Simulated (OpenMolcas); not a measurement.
## Predicting a hybrid from its neighbours: NO2F

NO2F: 4 atoms, total charge 0, spin state singlet. SMILES: `O=[N+]([O-])F`. The shape is that of a PBE0-D4/def2-TZVP optimisation.

The HOMO–LUMO gap y, in eV, basis cc-pVTZ; a is the functional's share of exact exchange. Programs: OpenMolcas 26.06.

| functional | program | a | y (eV) |
| --- | --- | --- | --- |
| r2SCAN | OpenMolcas | 0 | 5.44 |
| BLYP | OpenMolcas | 0 | 4.86 |
| B3LYP | OpenMolcas | 0.2 | 7.27 |
| PBE0 | OpenMolcas | 0.25 | ? |
| BHLYP | OpenMolcas | 0.5 | 11.01 |

Task: Fit y = c + s·a to the known rows and predict PBE0.

Result: 
1. Means of the 4 rows: a = 0.1750, y = 7.145.
2. Σ(Δa)² = 0.1675, Σ(Δa·Δy) = 1.9575, so the slope is 1.9575/0.1675 = 11.687.
3. Intercept: 7.145 − (11.687) × 0.1750 = 5.100. The largest residual of the fit is 0.34.
4. PBE0: 5.100 + (11.687) × 0.25 = 8.02 eV.

The run gave 7.91 eV, so the prediction is off by +0.11 eV, within the scatter of the fit. Exact exchange lowers occupied levels and raises empty ones. The rows mix families of semi-local functionals, which the line can't see.
